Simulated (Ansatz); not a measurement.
Species: N$_{2}$H$_{4}$, charge 1, doublet. N2H4+ (parent SMILES NN, doublet).
B3LYP-D3(BJ)/def2-TZVP minimum from Ansatz (a program for electronic structure):
```xyz
6

N     -0.1543     0.6357     0.0035
N      0.1543    -0.6357    -0.0035
H     -0.3266     1.1003     0.8871
H     -0.3361     1.1077    -0.8743
H      0.3361    -1.1077     0.8743
H      0.3266    -1.1003    -0.8871
```
Charge +1, spin multiplicity 2.

Total energies in aug-cc-pVDZ, 13 correlated electrons, 2 frozen orbitals. UHF or UKS for unpaired electrons; spin-orbit terms are left out. Correlated methods leave the cores frozen. No relativity. The spin of H4N2+ (parent SMILES NN, doublet) was assumed, and the state is the lowest solution found for it.

| method | program | energy (Eh) | minus CCSDT(Q) (mEh) |
|---|---|---|---|
| HF | Ansatz | -110.94563 | 371.83 |
| MP2 | Ansatz | -111.28149 | 35.98 |
| CCSD | Ansatz | -111.30609 | 11.37 |
| CCSD(T) | Ansatz | -111.31618 | 1.28 |
| CCSDT(Q) | Ansatz | -111.31746 | 0.00 |

Rough core times of Ansatz's runs on a shared machine: CCSD(T) under 20 s, CCSDT(Q) 10 min.
